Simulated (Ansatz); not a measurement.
System: fcc Au. Method: PBEsol in Ansatz (plane waves, PAW).

A relaxed, unreconstructed slab of the (311) face has 11 atoms, two equal faces of 13.822 Å² each and an energy of -143076.0104 eV. A bulk cell of 11 atoms with the same orientation and in-plane k mesh has -143078.1056 eV. Energies are extrapolated to zero smearing.

Settings: plane-wave cutoff 500 eV, 20×20×1 k mesh (along the axes of the cell as run), Fermi–Dirac smearing 0.1 eV, scalar-relativistic PAW data made under PBE.

Worked out: γ = (E_slab − N E_bulk per atom)/2A = [-143076.0104 − 11 × (-143078.1056/11)]/(2 × 13.822) = 0.0758 eV/Å². With 16.022 J/m² per eV/Å² this is 1.21 J/m², or 1.05 eV per surface cell and face.

Ansatz is a program for electronic structure.
